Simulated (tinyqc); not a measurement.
Worked calculation (part 2 of 3): UKS/PBE in the sto-6g basis, for BH2, spin multiplicity 2. Computed by tinyqc, a small Python program that keeps every step (integrals from PySCF). Command: `OMP_NUM_THREADS=1 python tinyqc.py 23767 23768 out.jsonl` (the two numbers bound the seeds that draw the settings). One thread of a shared host (Intel(R) Xeon(R) Processor @ 2.60GHz), about 4 s of CPU time with the checks.

Geometry (angstrom):
```
atom         x          y         z
B     0.000000   0.000000  0.000000
H     0.000000   1.126000  0.589000
H     0.000000  -1.126000  0.589000
```

## Iteration 1: diagonalisation and new density

F(alpha) (hartree):
```
             1B 1s      1B 2s     1B 2px     1B 2py     1B 2pz      2H 1s      3H 1s
1B 1s   -10.056005  -2.450100   0.000000   0.000000  -0.031320  -0.540092  -0.540092
1B 2s    -2.450100  -1.495353   0.000000   0.000000  -0.083945  -0.512010  -0.512010
1B 2px    0.000000   0.000000  -0.773760   0.000000   0.000000   0.000000   0.000000
1B 2py    0.000000   0.000000   0.000000  -0.736242   0.000000  -0.278702   0.278702
1B 2pz   -0.031320  -0.083945   0.000000   0.000000  -0.721799  -0.166369  -0.166369
2H 1s    -0.540092  -0.512010   0.000000  -0.278702  -0.166369  -0.202806  -0.113073
3H 1s    -0.540092  -0.512010   0.000000   0.278702  -0.166369  -0.113073  -0.202806
```

F(beta) (hartree):
```
             1B 1s      1B 2s     1B 2px     1B 2py     1B 2pz      2H 1s      3H 1s
1B 1s   -10.047553  -2.436191   0.000000   0.000000  -0.030009  -0.537702  -0.537702
1B 2s    -2.436191  -1.436171   0.000000   0.000000  -0.079518  -0.501426  -0.501426
1B 2px    0.000000   0.000000  -0.637877   0.000000   0.000000   0.000000   0.000000
1B 2py    0.000000   0.000000   0.000000  -0.712357   0.000000  -0.277075   0.277075
1B 2pz   -0.030009  -0.079518   0.000000   0.000000  -0.704266  -0.165264  -0.165264
2H 1s    -0.537702  -0.501426   0.000000  -0.277075  -0.165264  -0.202218  -0.111304
3H 1s    -0.537702  -0.501426   0.000000   0.277075  -0.165264  -0.111304  -0.202218
```

X:
```
            1B 1s      1B 2s    1B 2px     1B 2py     1B 2pz      2H 1s      3H 1s
1B 1s    1.030291  -0.159705  0.000000   0.000000  -0.010029   0.024110   0.024110
1B 2s   -0.159705   1.240049  0.000000   0.000000   0.101414  -0.300073  -0.300073
1B 2px   0.000000   0.000000  1.000000   0.000000   0.000000   0.000000   0.000000
1B 2py   0.000000   0.000000  0.000000   1.183907   0.000000  -0.286047   0.286047
1B 2pz  -0.010029   0.101414  0.000000   0.000000   1.048450  -0.143927  -0.143927
2H 1s    0.024110  -0.300073  0.000000  -0.286047  -0.143927   1.219411  -0.020244
3H 1s    0.024110  -0.300073  0.000000   0.286047  -0.143927  -0.020244   1.219411
```

Diagonalise F' = X^T F X, C = X C', fill 4 alpha and 3 beta electrons from the bottom; D(s) = C_occ C_occ^T. Each column has its largest component positive (the first on a tie).

F' = X^T F X (alpha) (hartree):
```
           1          2          3          4          5          6          7
1  -9.951977  -0.980993   0.000000   0.000000  -0.016210  -0.121536  -0.121536
2  -0.980993  -0.991079   0.000000   0.000000  -0.047378  -0.231511  -0.231511
3   0.000000   0.000000  -0.773760   0.000000   0.000000   0.000000   0.000000
4   0.000000   0.000000   0.000000  -0.669094   0.000000  -0.173492   0.173492
5  -0.016210  -0.047378   0.000000   0.000000  -0.707926  -0.087502  -0.087502
6  -0.121536  -0.231511   0.000000  -0.173492  -0.087502   0.109001  -0.027931
7  -0.121536  -0.231511   0.000000   0.173492  -0.087502  -0.027931   0.109001
```

orbital energies (alpha) (hartree): MO1 -10.062366, MO2 -0.995689, MO3 -0.773760, MO4 -0.737905, MO5 -0.698658, MO6 0.186801, MO7 0.205743

coefficients C (alpha):
```
              MO1        MO2       MO3        MO4        MO5        MO6        MO7
1B 1s    1.007404  -0.247540  0.000000   0.000000   0.067375   0.087121   0.000000
1B 2s   -0.032904   1.051278  0.000000   0.000000  -0.283211  -0.753077   0.000000
1B 2px   0.000000   0.000000  1.000000   0.000000   0.000000   0.000000   0.000000
1B 2py   0.000000   0.000000  0.000000   1.030685   0.000000   0.000000  -0.709202
1B 2pz  -0.000474   0.316708  0.000000   0.000000   0.964986  -0.345774   0.000000
2H 1s    0.008389  -0.067933  0.000000  -0.038714  -0.019199   0.908453   0.921247
3H 1s    0.008389  -0.067933  0.000000   0.038714  -0.019199   0.908453  -0.921247
```

F' = X^T F X (beta) (hartree):
```
           1          2          3          4          5          6          7
1  -9.946007  -0.975856   0.000000   0.000000  -0.015423  -0.122075  -0.122075
2  -0.975856  -0.919121   0.000000   0.000000  -0.037698  -0.237096  -0.237096
3   0.000000   0.000000  -0.637877   0.000000   0.000000   0.000000   0.000000
4   0.000000   0.000000   0.000000  -0.638013   0.000000  -0.178508   0.178508
5  -0.015423  -0.037698   0.000000   0.000000  -0.688332  -0.090114  -0.090114
6  -0.122075  -0.237096   0.000000  -0.178508  -0.090114   0.108597  -0.028119
7  -0.122075  -0.237096   0.000000   0.178508  -0.090114  -0.028119   0.108597
```

orbital energies (beta) (hartree): MO1 -10.054594, MO2 -0.936249, MO3 -0.713013, MO4 -0.680008, MO5 -0.637877, MO6 0.197868, MO7 0.211717

coefficients C (beta):
```
              MO1        MO2        MO3        MO4       MO5        MO6        MO7
1B 1s    1.007757  -0.242327   0.000000   0.073613  0.000000   0.092484   0.000000
1B 2s   -0.034597   1.025107   0.000000  -0.310324  0.000000  -0.777983   0.000000
1B 2px   0.000000   0.000000   0.000000   0.000000  1.000000   0.000000   0.000000
1B 2py   0.000000   0.000000   1.019675   0.000000  0.000000   0.000000  -0.724944
1B 2pz  -0.000836   0.333901   0.000000   0.956554  0.000000  -0.352955   0.000000
2H 1s    0.008920  -0.046750  -0.024564  -0.018220  0.000000   0.909804   0.921733
3H 1s    0.008920  -0.046750   0.024564  -0.018220  0.000000   0.909804  -0.921733
```

D(alpha) after iteration 1:
```
            1B 1s      1B 2s    1B 2px     1B 2py     1B 2pz      2H 1s      3H 1s
1B 1s    1.076139  -0.293381  0.000000   0.000000  -0.078875   0.025268   0.025268
1B 2s   -0.293381   1.106267  0.000000   0.000000   0.332964  -0.071693  -0.071693
1B 2px   0.000000   0.000000  1.000000   0.000000   0.000000   0.000000   0.000000
1B 2py   0.000000   0.000000  0.000000   1.062312   0.000000  -0.039901   0.039901
1B 2pz  -0.078875   0.332964  0.000000   0.000000   0.100304  -0.021519  -0.021519
2H 1s    0.025268  -0.071693  0.000000  -0.039901  -0.021519   0.006184   0.003187
3H 1s    0.025268  -0.071693  0.000000   0.039901  -0.021519   0.003187   0.006184
```

D(beta) after iteration 1:
```
            1B 1s      1B 2s    1B 2px     1B 2py     1B 2pz      2H 1s      3H 1s
1B 1s    1.074297  -0.283276  0.000000   0.000000  -0.081755   0.020318   0.020318
1B 2s   -0.283276   1.052042  0.000000   0.000000   0.342313  -0.048232  -0.048232
1B 2px   0.000000   0.000000  0.000000   0.000000   0.000000   0.000000   0.000000
1B 2py   0.000000   0.000000  0.000000   1.039737   0.000000  -0.025047   0.025047
1B 2pz  -0.081755   0.342313  0.000000   0.000000   0.111490  -0.015617  -0.015617
2H 1s    0.020318  -0.048232  0.000000  -0.025047  -0.015617   0.002869   0.001662
3H 1s    0.020318  -0.048232  0.000000   0.025047  -0.015617   0.001662   0.002869
```

## Iteration 2: exchange-correlation on the grid

Becke grid with 10 radial and 14 angular points per atom, points of zero weight dropped. rho = sum D_ij phi_i phi_j; V_xc,ij = sum w v_xc phi_i phi_j plus the gradient terms; v_xc is d(rho eps)/d rho(s) for spin s at fixed gradient.

The 16 grid points with the largest w rho, of 418 (bohr, atomic units):
```
x                  y          z         w  rho(alpha)  rho(beta)     eps_xc  v_xc(alpha)
0.992980   -0.992980   0.992980  1.888808    0.049900   0.036818  -0.389190    -0.492092
-0.992980   0.992980   0.992980  1.888808    0.049900   0.036818  -0.389190    -0.492092
0.992980    0.992980   0.992980  1.888808    0.049900   0.036818  -0.389190    -0.492092
-0.992980  -0.992980   0.992980  1.888808    0.049900   0.036818  -0.389190    -0.492092
-1.719892   0.000000   0.000000  2.290873    0.055379   0.013852  -0.381155    -0.495791
1.719892    0.000000   0.000000  2.290873    0.055379   0.013852  -0.381155    -0.495791
0.000000   -0.958016   0.000000  0.464413    0.170348   0.167500  -0.577324    -0.756200
0.000000    0.958016   0.000000  0.464413    0.170348   0.167500  -0.577324    -0.756200
0.000000    0.000000   1.719892  2.219946    0.032376   0.033301  -0.356604    -0.432556
-0.992980   0.992980  -0.992980  2.566652    0.034850   0.020270  -0.346746    -0.429171
-0.992980  -0.992980  -0.992980  2.566652    0.034850   0.020270  -0.346746    -0.429171
0.992980   -0.992980  -0.992980  2.566652    0.034850   0.020270  -0.346746    -0.429171
0.992980    0.992980  -0.992980  2.566652    0.034850   0.020270  -0.346746    -0.429171
0.553111   -0.553111   0.553111  0.526737    0.154064   0.112190  -0.540205    -0.726188
-0.553111   0.553111   0.553111  0.526737    0.154064   0.112190  -0.540205    -0.726188
0.553111    0.553111   0.553111  0.526737    0.154064   0.112190  -0.540205    -0.726188
```

electrons on the grid, sum of w rho = 6.932156

E_xc = sum of w rho eps_xc = -5.06545108 hartree

V_xc(alpha) (hartree):
```
            1B 1s      1B 2s     1B 2px     1B 2py     1B 2pz      2H 1s      3H 1s
1B 1s   -1.918326  -0.272533   0.000000   0.000000  -0.005716  -0.064503  -0.064503
1B 2s   -0.272533  -0.507829   0.000000   0.000000  -0.042857  -0.184812  -0.184812
1B 2px   0.000000   0.000000  -0.529783   0.000000   0.000000   0.000000   0.000000
1B 2py   0.000000   0.000000   0.000000  -0.530826   0.000000  -0.159454   0.159454
1B 2pz  -0.005716  -0.042857   0.000000   0.000000  -0.460179  -0.088415  -0.088415
2H 1s   -0.064503  -0.184812   0.000000  -0.159454  -0.088415  -0.282274  -0.032670
3H 1s   -0.064503  -0.184812   0.000000   0.159454  -0.088415  -0.032670  -0.282274
```

V_xc(beta) (hartree):
```
            1B 1s      1B 2s     1B 2px     1B 2py     1B 2pz      2H 1s      3H 1s
1B 1s   -1.904568  -0.262793   0.000000   0.000000  -0.007443  -0.062838  -0.062838
1B 2s   -0.262793  -0.460051   0.000000   0.000000  -0.054849  -0.176409  -0.176409
1B 2px   0.000000   0.000000  -0.430716   0.000000   0.000000   0.000000   0.000000
1B 2py   0.000000   0.000000   0.000000  -0.512649   0.000000  -0.157756   0.157756
1B 2pz  -0.007443  -0.054849   0.000000   0.000000  -0.434375  -0.089077  -0.089077
2H 1s   -0.062838  -0.176409   0.000000  -0.157756  -0.089077  -0.285154  -0.031296
3H 1s   -0.062838  -0.176409   0.000000   0.157756  -0.089077  -0.031296  -0.285154
```

## Iteration 2: building the Kohn-Sham matrix

core Hamiltonian H = T + V (hartree):
```
             1B 1s      1B 2s     1B 2px     1B 2py     1B 2pz      2H 1s      3H 1s
1B 1s   -13.277338  -3.298686   0.000000   0.000000  -0.015881  -0.723718  -0.723718
1B 2s    -3.298686  -4.186857   0.000000   0.000000  -0.136565  -1.659617  -1.659617
1B 2px    0.000000   0.000000  -3.364465   0.000000   0.000000   0.000000   0.000000
1B 2py    0.000000   0.000000   0.000000  -3.533361   0.000000  -1.361511   1.361511
1B 2pz   -0.015881  -0.136565   0.000000   0.000000  -3.410679  -0.736200  -0.736200
2H 1s    -0.723718  -1.659617   0.000000  -1.361511  -0.736200  -2.766656  -0.317352
3H 1s    -0.723718  -1.659617   0.000000   1.361511  -0.736200  -0.317352  -2.766656
```

nuclear repulsion = 4.39928251 hartree

Given earlier and not repeated: Two-electron integrals (ij|kl) in chemists' order.

J_ij = sum D_kl (ij|kl) with D = D(alpha) + D(beta); F = H + J + V_xc; E = tr D H + tr D J / 2 + E_xc + E_nn.

Coulomb J (hartree):
```
           1B 1s     1B 2s    1B 2px     1B 2py    1B 2pz     2H 1s      3H 1s
1B 1s   9.639273  1.909276  0.000000   0.000000  0.031585  0.424394   0.424394
1B 2s   1.909276  4.216630  0.000000   0.000000  0.133895  1.571994   1.571994
1B 2px  0.000000  0.000000  4.215576   0.000000  0.000000  0.000000   0.000000
1B 2py  0.000000  0.000000  0.000000   4.272266  0.000000  1.372098  -1.372098
1B 2pz  0.031585  0.133895  0.000000   0.000000  4.162040  0.739075   0.739075
2H 1s   0.424394  1.571994  0.000000   1.372098  0.739075  2.845562   0.280141
3H 1s   0.424394  1.571994  0.000000  -1.372098  0.739075  0.280141   2.845562
```

F(alpha) (hartree):
```
            1B 1s      1B 2s    1B 2px     1B 2py     1B 2pz      2H 1s      3H 1s
1B 1s   -5.556391  -1.661944  0.000000   0.000000   0.009988  -0.363827  -0.363827
1B 2s   -1.661944  -0.478056  0.000000   0.000000  -0.045528  -0.272435  -0.272435
1B 2px   0.000000   0.000000  0.321327   0.000000   0.000000   0.000000   0.000000
1B 2py   0.000000   0.000000  0.000000   0.208079   0.000000  -0.148867   0.148867
1B 2pz   0.009988  -0.045528  0.000000   0.000000   0.291182  -0.085540  -0.085540
2H 1s   -0.363827  -0.272435  0.000000  -0.148867  -0.085540  -0.203368  -0.069881
3H 1s   -0.363827  -0.272435  0.000000   0.148867  -0.085540  -0.069881  -0.203368
```

F(beta) (hartree):
```
            1B 1s      1B 2s    1B 2px     1B 2py     1B 2pz      2H 1s      3H 1s
1B 1s   -5.542633  -1.652204  0.000000   0.000000   0.008261  -0.362162  -0.362162
1B 2s   -1.652204  -0.430279  0.000000   0.000000  -0.057519  -0.264032  -0.264032
1B 2px   0.000000   0.000000  0.420395   0.000000   0.000000   0.000000   0.000000
1B 2py   0.000000   0.000000  0.000000   0.226255   0.000000  -0.147169   0.147169
1B 2pz   0.008261  -0.057519  0.000000   0.000000   0.316986  -0.086201  -0.086201
2H 1s   -0.362162  -0.264032  0.000000  -0.147169  -0.086201  -0.206248  -0.068507
3H 1s   -0.362162  -0.264032  0.000000   0.147169  -0.086201  -0.068507  -0.206248
```

total energy of this density = -24.67625232 hartree

## Iteration 2: diagonalisation and new density

As before.

F' = X^T F X (alpha) (hartree):
```
           1          2         3          4          5          6          7
1  -5.395894  -0.966320  0.000000   0.000000  -0.004214  -0.043059  -0.043059
2  -0.966320   0.069611  0.000000   0.000000   0.075815  -0.223240  -0.223240
3   0.000000   0.000000  0.321327   0.000000   0.000000   0.000000   0.000000
4   0.000000   0.000000  0.000000   0.471462   0.000000  -0.265975   0.265975
5  -0.004214   0.075815  0.000000   0.000000   0.362211  -0.135551  -0.135551
6  -0.043059  -0.223240  0.000000  -0.265975  -0.135551   0.007923  -0.032144
7  -0.043059  -0.223240  0.000000   0.265975  -0.135551  -0.032144   0.007923
```

orbital energies (alpha) (hartree): MO1 -5.564044, MO2 -0.245252, MO3 -0.177838, MO4 0.243348, MO5 0.321327, MO6 0.577654, MO7 0.689367

coefficients C (alpha):
```
              MO1        MO2        MO3        MO4       MO5        MO6        MO7
1B 1s    0.988582  -0.155215   0.000000  -0.211194  0.000000  -0.205623   0.000000
1B 2s    0.044869   0.281312   0.000000   0.818996  0.000000   1.000848   0.000000
1B 2px   0.000000   0.000000   0.000000   0.000000  1.000000   0.000000   0.000000
1B 2py   0.000000   0.000000   0.243421   0.000000  0.000000   0.000000   1.227203
1B 2pz   0.002350   0.093392   0.000000  -0.664452  0.000000   0.837161   0.000000
2H 1s   -0.009805   0.537679   0.615099  -0.258953  0.000000  -0.688541  -0.686912
3H 1s   -0.009805   0.537679  -0.615099  -0.258953  0.000000  -0.688541   0.686912
```

F' = X^T F X (beta) (hartree):
```
           1          2         3          4          5          6          7
1  -5.383241  -0.964939  0.000000   0.000000  -0.004306  -0.043197  -0.043197
2  -0.964939   0.124499  0.000000   0.000000   0.065768  -0.224159  -0.224159
3   0.000000   0.000000  0.420395   0.000000   0.000000   0.000000   0.000000
4   0.000000   0.000000  0.000000   0.493944   0.000000  -0.267854   0.267854
5  -0.004306   0.065768  0.000000   0.000000   0.388390  -0.135829  -0.135829
6  -0.043197  -0.224159  0.000000  -0.267854  -0.135829   0.001812  -0.032286
7  -0.043197  -0.224159  0.000000   0.267854  -0.135829  -0.032286   0.001812
```

orbital energies (beta) (hartree): MO1 -5.549740, MO2 -0.239625, MO3 -0.179100, MO4 0.289467, MO5 0.420395, MO6 0.599072, MO7 0.707141

coefficients C (beta):
```
              MO1        MO2        MO3        MO4       MO5        MO6        MO7
1B 1s    0.989055  -0.144241   0.000000  -0.209141  0.000000  -0.213291   0.000000
1B 2s    0.043077   0.237038   0.000000   0.800865  0.000000   1.026729   0.000000
1B 2px   0.000000   0.000000   0.000000   0.000000  1.000000   0.000000   0.000000
1B 2py   0.000000   0.000000   0.228143   0.000000  0.000000   0.000000   1.230135
1B 2pz   0.002528   0.097070   0.000000  -0.682817  0.000000   0.821824   0.000000
2H 1s   -0.009351   0.558510   0.623593  -0.225042  0.000000  -0.683868  -0.679210
3H 1s   -0.009351   0.558510  -0.623593  -0.225042  0.000000  -0.683868   0.679210
```

D(alpha) after iteration 2:
```
            1B 1s      1B 2s    1B 2px     1B 2py     1B 2pz      2H 1s      3H 1s
1B 1s    1.045988  -0.172274  0.000000   0.000000   0.128156  -0.038460  -0.038460
1B 2s   -0.172274   0.751905  0.000000   0.000000  -0.517806  -0.061266  -0.061266
1B 2px   0.000000   0.000000  0.000000   0.000000   0.000000   0.000000   0.000000
1B 2py   0.000000   0.000000  0.000000   0.059254   0.000000   0.149728  -0.149728
1B 2pz   0.128156  -0.517806  0.000000   0.000000   0.450224   0.222254   0.222254
2H 1s   -0.038460  -0.061266  0.000000   0.149728   0.222254   0.734599  -0.022094
3H 1s   -0.038460  -0.061266  0.000000  -0.149728   0.222254  -0.022094   0.734599
```

D(beta) after iteration 2:
```
            1B 1s     1B 2s    1B 2px     1B 2py     1B 2pz      2H 1s      3H 1s
1B 1s    0.999036  0.008415  0.000000   0.000000  -0.011501  -0.089809  -0.089809
1B 2s    0.008415  0.058043  0.000000   0.000000   0.023118   0.131985   0.131985
1B 2px   0.000000  0.000000  0.000000   0.000000   0.000000   0.000000   0.000000
1B 2py   0.000000  0.000000  0.000000   0.052049   0.000000   0.142268  -0.142268
1B 2pz  -0.011501  0.023118  0.000000   0.000000   0.009429   0.054191   0.054191
2H 1s   -0.089809  0.131985  0.000000   0.142268   0.054191   0.700889  -0.076847
3H 1s   -0.089809  0.131985  0.000000  -0.142268   0.054191  -0.076847   0.700889
```
